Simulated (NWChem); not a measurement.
System: B, doublet

Parts of the log:

```
             Northwest Computational Chemistry Package (NWChem) 7.3.0
             --------------------------------------------------------

                             Geometry "geometry" -> ""
                             -------------------------

 Output coordinates in angstroms (scale by  1.889725989 to convert to a.u.)

  No.       Tag          Charge          X              Y              Z
 ---- ---------------- ---------- -------------- -------------- --------------
    1 B                    5.0000     0.00000000     0.00000000     0.00000000

 Effective nuclear repulsion energy (a.u.)       0.0000000000

  pbe96 is a nonlocal functional; adding pw91lda local functional.
                              NWChem Property Module
                              ----------------------

  itol2e modified to match energy
  convergence criterion.

                                 NWChem DFT Module
                                 -----------------

 Summary of "ao basis" -> "ao basis" (spherical)
 ------------------------------------------------------------------------------
       Tag                 Description            Shells   Functions and Types
 ---------------- ------------------------------  ------  ---------------------
 B                           6-31g*                  6       14   3s2p1d

  itol2e modified to match energy
  convergence criterion.

            General Information
            -------------------
          SCF calculation type: DFT
          Wavefunction type:  spin polarized.
          No. of atoms     :     1
          No. of electrons :     5
           Alpha electrons :     3
            Beta electrons :     2
          Charge           :     0
          Spin multiplicity:     2
          Use of symmetry is: off; symmetry adaption is: off
          Maximum number of iterations: 150
          AO basis - number of functions:    14
                     number of shells:     6
          Convergence on energy requested:  1.00D-07
          Convergence on density requested:  1.00D-05
          Convergence on gradient requested:  5.00D-04

              XC Information
              --------------
          PerdewBurkeErnzerhof Exchange Functional  1.000
            Perdew 1991 LDA Correlation Functional  1.000 local
           PerdewBurkeErnz. Correlation Functional  1.000 non-local

             Grid Information
             ----------------
          Grid used for XC integration:  fine
          Radial quadrature: Mura-Knowles
          Angular quadrature: Lebedev.
          Tag              B.-S. Rad. Rad. Pts. Rad. Cut. Ang. Pts.
          ---              ---------- --------- --------- ---------
          B                   0.85       70           5.0       590
          Grid pruning is: on
          Number of quadrature shells:    70
          Spatial weights used:  Erf1

      Superposition of Atomic Density Guess
      -------------------------------------

 Sum of atomic energies:         -24.52608849

      Non-variational initial energy
      ------------------------------

 Total energy =     -24.344905
 1-e energy   =     -32.439213
 2-e energy   =       8.094308
 HOMO         =       0.035704
 LUMO         =       0.035704

   convergence    iter        energy       DeltaE   RMS-Dens  Diis-err
 ---------------- ----- ----------------- --------- --------- ---------
 d= 0,ls=0.0,diis     1    -24.5859363106 -2.46D+01  2.19D-02  1.90D-02
                                                     5.62D-03  7.66D-03
 d= 0,ls=0.0,diis     2    -24.5992297874 -1.33D-02  4.77D-03  9.01D-04
                                                     5.42D-03  1.11D-03
 d= 0,ls=0.0,diis     3    -24.6002055229 -9.76D-04  1.07D-03  5.72D-05
                                                     4.46D-04  1.83D-05
 d= 0,ls=0.0,diis     4    -24.6002488028 -4.33D-05  1.80D-05  6.29D-08
                                                     7.27D-05  3.17D-07
 d= 0,ls=0.0,diis     5    -24.6002489728 -1.70D-07  7.42D-07  1.57D-11
                                                     9.77D-07  3.46D-11
 d= 0,ls=0.0,diis     6    -24.6002489729 -3.05D-11  1.30D-07  4.57D-14
                                                     5.89D-08  1.14D-13

         Total DFT energy =      -24.600248972870
      One electron energy =      -32.451003853362
           Coulomb energy =       11.711768320125
    Exchange-Corr. energy =       -3.861013439634
 Nuclear repulsion energy =        0.000000000000

 Numeric. integr. density =        4.999999883195

                    DFT Final Alpha Molecular Orbital Analysis
                    ------------------------------------------

 Vector    1  Occ=1.000000D+00  E=-6.600484D+00
              MO Center=  1.8D-17, -1.3D-17,  7.6D-19, r^2= 4.1D-02
   Bfn.  Coefficient  Atom+Function         Bfn.  Coefficient  Atom+Function
  ----- ------------  ---------------      ----- ------------  ---------------
     1      0.994479  1 B  s                  2      0.035497  1 B  s

 Vector    2  Occ=1.000000D+00  E=-3.395212D-01
              MO Center= -1.5D-16, -2.8D-16,  4.5D-16, r^2= 1.2D+00
   Bfn.  Coefficient  Atom+Function         Bfn.  Coefficient  Atom+Function
  ----- ------------  ---------------      ----- ------------  ---------------
     6      0.656031  1 B  s                  2      0.406800  1 B  s
     1     -0.240496  1 B  s

 Vector    3  Occ=1.000000D+00  E=-1.332214D-01
              MO Center=  1.2D-16,  2.2D-16,  1.7D-16, r^2= 1.5D+00
   Bfn.  Coefficient  Atom+Function         Bfn.  Coefficient  Atom+Function
  ----- ------------  ---------------      ----- ------------  ---------------
     3      0.594774  1 B  px                 7      0.509244  1 B  px
     5     -0.045341  1 B  pz                 9     -0.038821  1 B  pz
     4      0.034710  1 B  py                 8      0.029719  1 B  py

 Vector    4  Occ=0.000000D+00  E=-1.141299D-01
              MO Center= -7.2D-17, -3.5D-17,  2.9D-16, r^2= 1.5D+00
   Bfn.  Coefficient  Atom+Function         Bfn.  Coefficient  Atom+Function
  ----- ------------  ---------------      ----- ------------  ---------------
     5      0.574662  1 B  pz                 9      0.531504  1 B  pz
     3      0.042871  1 B  px                 7      0.039651  1 B  px

 Vector    5  Occ=0.000000D+00  E=-1.141299D-01
              MO Center=  1.9D-16,  3.0D-16, -7.5D-18, r^2= 1.5D+00
   Bfn.  Coefficient  Atom+Function         Bfn.  Coefficient  Atom+Function
  ----- ------------  ---------------      ----- ------------  ---------------
     4      0.575285  1 B  py                 8      0.532080  1 B  py
     3     -0.034601  1 B  px                 7     -0.032003  1 B  px

 Vector    6  Occ=0.000000D+00  E= 3.695935D-01
              MO Center= -6.4D-15, -3.9D-16,  4.9D-16, r^2= 2.5D+00
   Bfn.  Coefficient  Atom+Function         Bfn.  Coefficient  Atom+Function
  ----- ------------  ---------------      ----- ------------  ---------------
     7     -1.167128  1 B  px                 3      1.125949  1 B  px
     9      0.088971  1 B  pz                 5     -0.085832  1 B  pz
     8     -0.068110  1 B  py                 4      0.065707  1 B  py

                     DFT Final Beta Molecular Orbital Analysis
                     -----------------------------------------

 Vector    1  Occ=1.000000D+00  E=-6.591789D+00
              MO Center=  3.3D-18, -3.5D-18, -4.1D-18, r^2= 4.1D-02
   Bfn.  Coefficient  Atom+Function         Bfn.  Coefficient  Atom+Function
  ----- ------------  ---------------      ----- ------------  ---------------
     1      0.994628  1 B  s                  2      0.034597  1 B  s

 Vector    2  Occ=1.000000D+00  E=-3.023785D-01
              MO Center=  5.7D-17, -1.1D-15,  1.1D-15, r^2= 1.2D+00
   Bfn.  Coefficient  Atom+Function         Bfn.  Coefficient  Atom+Function
  ----- ------------  ---------------      ----- ------------  ---------------
     6      0.667569  1 B  s                  2      0.394339  1 B  s
     1     -0.239423  1 B  s

 Vector    3  Occ=0.000000D+00  E=-1.011477D-01
              MO Center= -6.2D-18,  7.7D-16,  3.5D-17, r^2= 1.5D+00
   Bfn.  Coefficient  Atom+Function         Bfn.  Coefficient  Atom+Function
  ----- ------------  ---------------      ----- ------------  ---------------
     4      0.581973  1 B  py                 8      0.525339  1 B  py
     3     -0.034871  1 B  px                 7     -0.031477  1 B  px

 Vector    4  Occ=0.000000D+00  E=-1.011477D-01
              MO Center= -1.4D-16, -5.6D-17, -1.1D-15, r^2= 1.5D+00
   Bfn.  Coefficient  Atom+Function         Bfn.  Coefficient  Atom+Function
  ----- ------------  ---------------      ----- ------------  ---------------
     5      0.581335  1 B  pz                 9      0.524763  1 B  pz
     3      0.043472  1 B  px                 7      0.039241  1 B  px

 Vector    5  Occ=0.000000D+00  E=-5.171602D-02
              MO Center= -2.6D-17, -7.7D-17,  2.9D-17, r^2= 1.6D+00
   Bfn.  Coefficient  Atom+Function         Bfn.  Coefficient  Atom+Function
  ----- ------------  ---------------      ----- ------------  ---------------
     7      0.563645  1 B  px                 3      0.541087  1 B  px
     9     -0.042969  1 B  pz                 5     -0.041249  1 B  pz
     8      0.032894  1 B  py                 4      0.031578  1 B  py

   alpha - beta orbital overlaps
   -----------------------------

   alpha      1      2      3      4      5      6      7      8      9     10
    beta      1      2      5      4      3      8      7      6      9     12
 overlap   1.000  0.999  0.999  1.000  1.000  0.999  1.000  1.000  0.999  1.000

   alpha     11     12     13     14
    beta     13     14     11     10
 overlap   1.000  0.999  1.000  1.000

     --------------------------
     Expectation value of S2:
     --------------------------
      <S2> =      0.7515 (Exact =     0.7500)

          ----------------------
          Hyperfine Interactions
          ----------------------

 Total Spin Density (Fermi Contact Term)
 ------------------ --------------------
     Atom            x         y         z       Density (a.u.)      Aiso(MHz)     Aiso(Gauss)
     1  11-B      0.00000   0.00000   0.00000       0.010612         15.221123       5.431266

           -------------------------------------------
           Anisotropic Interaction (Spin-Dipolar Term)
           -------------------------------------------

 ------------------------------------------------------------
     Atom            x         y         z
 ------------------------------------------------------------
     1  11-B      0.00000   0.00000   0.00000

   Spin-Dipolar term (a.u.)
        xx             yy             zz             xy             xz             yz
 ------------------------------------------------------------------------------------------
       0.599844      -0.301009      -0.298835       0.052752      -0.068909      -0.004021

   Principal Comp. of -hf- tensor (au)            Anisotropic -hfcc- (MHz)               Anisotropic -hfcc- (Gauss)
 --------------------------------------------------------------------------------------------------------------------------
      0.608176    -0.304088    -0.304088     104.128699   -52.064350   -52.064349      37.155646   -18.577823   -18.577823

   Orientation of the principal axis of Hyperfine Tensor w.r.t absolute (molecular) frame
 --------------------------------------------------------------------------------------------------------------------------
      0.995423    -0.059928     0.074441
      0.058091     0.997957     0.026598
     -0.075883    -0.022152     0.996871
```

Level: PBE/6-31G* (spherical d), spin-unrestricted, contact and dipolar terms. The open p shell is one determinant without spherical averaging. No stability test was run on the SCF state.

Which NWChem input produces such a log?

Several could match; the one computed here: the input that was run:
```
start job
memory heap 200 mb stack 900 mb global 1100 mb
geometry units angstroms noautosym nocenter noautoz
  B      0.000000     0.000000     0.000000
end
basis spherical
  B library 6-31g*
end
dft
  odft
  mult 2
  xc xpbe96 cpbe96
  iterations 150
end
property
  hyperfine
end
task dft property
```
